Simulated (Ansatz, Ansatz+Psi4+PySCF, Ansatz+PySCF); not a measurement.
```xyz
3

N    -0.0664    0.6503    0.0004
N    -0.0561   -0.5174   -0.0076
H     0.8700   -0.9803   -0.0075
```

Basis set: cc-pVTZ (spherical functions). Left uncorrelated: 2 orbitals. Correlation on ROHF uses semicanonical orbitals with singles. Charge 0, multiplicity 2.

Computed with Ansatz (development build ahead of 0.2.0); each method stands on the lowest determinant of its kind that the runs found.

The atomization energy at this shape (free ground-state atoms in the same class of orbitals less the molecule, no zero-point energy) of doublet N₂H:

| method | atomization energy |
| --- | --- |
| ROHF-CCSD(T) | 9.16 eV |
| UHF-MP2 | 9.08 eV |

Question: What does ROHF-MP2 give?

Answer: 9.38 eV. Caution for UHF-MP2: large amplitudes, a single reference is doubtful; the unrestricted determinant is spin contaminated.
